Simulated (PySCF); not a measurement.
Species: C₄H₃FS.
Bonds: F1–C2, C2–C3 (aromatic), C3–C4 (aromatic), C4–C5 (aromatic), C5–S6 (aromatic), C2–S6 (aromatic). Hydrogens: H7 on C3; H8 on C4; H9 on C5.

Computed, not measured: LC-wPBE/6-31G* geometry optimisation, gas phase in PySCF 2.14.0.

List the bond lengths and angles at this level.

```
 bond  length (Å)     order
F1–C2       1.330    single
C2–C3       1.351  aromatic
C3–C4       1.430  aromatic
C4–C5       1.356  aromatic
C5–S6       1.720  aromatic
C2–S6       1.720  aromatic
C3–H7       1.082    single
C4–H8       1.084    single
C5–H9       1.082    single
```

Orders are formal, as drawn. A selection of angles:
```
   angle  degrees
F1–C2–C3    127.2
F1–C2–S6    119.0
C3–C2–S6    113.9
C2–C3–C4    110.6
C2–C3–H7    123.8
C4–C3–H7    125.6
C3–C4–C5    113.1
C3–C4–H8    123.6
C5–C4–H8    123.3
C4–C5–S6    112.2
C4–C5–H9    127.9
S6–C5–H9    119.9
C2–S6–C5     90.3
```

The 6 heavy atoms lie in one plane (0.001 Å rms). The 3 C–C bonds span 1.351 Å (C2–C3, aromatic) to 1.430 Å (C3–C4, aromatic), a spread of 0.079 Å. The 5-membered ring C2–C3–C4–C5–S6 has internal angles of 90.3° to 113.9° (sum 540°, against 540° for a flat polygon); it is planar, 0.00 Å rms from its mean plane, widest ring torsion 0°.

Point group: Cs (tolerance 0.08 Å). Stationary, but not proved a minimum.
